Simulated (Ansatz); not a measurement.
Relaxation of CH6AlF (9 atoms, charge 0, multiplicity 1), to a largest force component of 0.03 eV/Å in at most 50 steps.

Method: Ansatz 0.2.0, RKS PBE0-D4/def2-SVP.

```xyz
9
Properties=species:S:1:pos:R:3
Al -0.017 0.228 -0.001
F -0.021 0.338 1.681
H 1.415 0.286 -0.660
C -1.701 0.079 -0.954
H -2.245 -0.828 -0.637
H -2.375 0.933 -0.777
H -1.529 0.002 -2.040
H 0.087 -2.360 0.934
H 0.086 -1.762 1.339
```

Question: Where does it end, and by what steps?

Answer: The run converged. The force dipped under the threshold on the way, but the program's further checks kept it going. After 17 steps the energy has fallen by 0.109 eV; H7 moved furthest, 0.68 Å.

```json
{"step": "0", "energy less start (eV)": "0.0000", "largest force component (eV/Å)": "1.344", "accepted": "yes"}
{"step": "1", "energy less start (eV)": "-0.0469", "largest force component (eV/Å)": "0.631", "accepted": "yes"}
{"step": "2", "energy less start (eV)": "-0.0788", "largest force component (eV/Å)": "0.356", "accepted": "yes"}
{"step": "3", "energy less start (eV)": "-0.0827", "largest force component (eV/Å)": "0.163", "accepted": "yes"}
{"step": "4", "energy less start (eV)": "-0.0940", "largest force component (eV/Å)": "0.199", "accepted": "yes"}
{"step": "5", "energy less start (eV)": "-0.0970", "largest force component (eV/Å)": "0.101", "accepted": "yes"}
{"step": "6", "energy less start (eV)": "-0.0994", "largest force component (eV/Å)": "0.057", "accepted": "yes"}
{"step": "7", "energy less start (eV)": "-0.0964", "largest force component (eV/Å)": "0.353", "accepted": "no"}
{"step": "8", "energy less start (eV)": "-0.1017", "largest force component (eV/Å)": "0.026", "accepted": "yes"}
{"step": "9", "energy less start (eV)": "-0.1027", "largest force component (eV/Å)": "0.185", "accepted": "yes"}
{"step": "10", "energy less start (eV)": "-0.1044", "largest force component (eV/Å)": "0.072", "accepted": "yes"}
{"step": "11", "energy less start (eV)": "-0.1041", "largest force component (eV/Å)": "0.110", "accepted": "no"}
{"step": "12", "energy less start (eV)": "-0.1056", "largest force component (eV/Å)": "0.035", "accepted": "yes"}
{"step": "13", "energy less start (eV)": "-0.1067", "largest force component (eV/Å)": "0.108", "accepted": "yes"}
{"step": "14", "energy less start (eV)": "-0.1075", "largest force component (eV/Å)": "0.078", "accepted": "yes"}
{"step": "15", "energy less start (eV)": "-0.1081", "largest force component (eV/Å)": "0.052", "accepted": "yes"}
{"step": "16", "energy less start (eV)": "-0.1085", "largest force component (eV/Å)": "0.019", "accepted": "yes"}
{"step": "17", "energy less start (eV)": "-0.1086", "largest force component (eV/Å)": "0.018", "accepted": "yes"}
```

```xyz
9
Properties=species:S:1:pos:R:3
Al -0.057 0.193 0.168
F -0.172 0.399 1.830
H 1.397 0.353 -0.440
C -1.696 0.008 -0.858
H -2.511 -0.430 -0.258
H -2.047 0.993 -1.212
H -1.552 -0.617 -1.755
H 0.202 -2.100 0.340
H 0.137 -1.882 1.071
```

The run took 45 s on 1 thread of Arm Neoverse V1, with other jobs on the host, peak memory 0.14 GiB.
